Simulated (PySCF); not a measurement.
Homolysis of single bonds, series C CH3-H. Isolated molecules, 0 K electronic values unless said otherwise. Strings in code marks are SMILES.

Calculation: PySCF 2.14.0 with PBE-D3(BJ)/def2-TZVP // B3LYP-D3(BJ)/def2-TZVP. 

| species | dipole moment (D) |
|---|---|
| whole molecule (`CC(C)(C)C`) | 0.00 |
| radical fragment (`[C](C)(C)C`) | 0.22 |
| whole molecule (`CCC`) | 0.09 |
| radical fragment (`[CH2]C`) | [?] |

Question: Some entries are withheld; supply them.

Answer: 
- radical fragment (`[CH2]C`), dipole moment (D): 0.35
